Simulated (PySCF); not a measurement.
Compound: boranamine, BH₄N.
Cartesian coordinates in Å at the PBE0-D3(BJ)/def2-TZVP level; atoms count from 1:
```
atom  x, y, z in Å
B1    -0.5886   -0.0311   -0.1584
N2     0.7952   -0.0646   -0.1135
H3    -1.1916   -1.0650   -0.1710
H4    -1.1440    1.0290   -0.1845
H5     1.3662    0.7634   -0.1012
H6     1.3254   -0.9190   -0.0904
```

Computed at PBE0/pcSseg-2 (PySCF, non-relativistic), with Q(11B) = 0.04059 b, Q(14N) = 0.02044 b: B1, 11B (I = 3/2): χzz = 4.271 MHz, η = 0.127; N2, 14N (I = 1): χzz = -2.391 MHz, η = 0.895.

Task: Find the zero-field quadrupole resonance frequencies of 11B at B1.

Result: From ν = (|χ|/2)√(1 + η²/3): ν = 2.141 MHz (three-coordinate boron).

Task: Find the zero-field quadrupole resonance frequencies of 14N at N2.

Result: From ν± = (3/4)|χ|(1 ± η/3) and ν0 = |χ|η/2: ν+ 2.328 MHz, ν− 1.258 MHz, ν0 1.069 MHz (boron-bound nitrogen).

In a crystal, neighbours and librations shift these lines. Isolated species at its PBE0-D3(BJ)/def2-TZVP geometry, gas phase.

The run behind these numbers computed NMR shieldings as well. Time: 4.0 s wall; peak memory 0.44 GiB. Hardware: Arm Neoverse V2, one thread, no GPU (shared host).
